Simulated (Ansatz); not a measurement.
# bcc V

The numbers are results of PBEsol (Ansatz, a first-principles code, PAW), not measurements.

Numerical settings: plane-wave cutoff 500 eV, 4×4×4 k mesh, Fermi–Dirac smearing 0.1 eV, cell of 54 sites, scalar-relativistic PAW data made under PBE.

Cell: relaxed at this level.

```json
{
  "vacancy_formation_energy": "2.67 eV",
  "vacancy_formation_energy_before_relaxation": "3.08 eV"
}
```

Measured, for comparison: vacancy formation energy 2.15 ± 0.05 eV (midpoint of the printed range, monovacancy, our sources range from 2.07 to 2.15; as tabulated in Byggmästar et al. (2020), arXiv:2006.14365). Computed (rounded) less measured: vacancy formation energy +0.52 eV (+0.52 eV to +0.60 eV over the range).

Note: energies are extrapolated to zero smearing, and mesh and cell size move such values by some hundredths of an eV or more.

Static lattice: no zero-point or thermal effects.

Computing time: roughly 60 core-minutes.
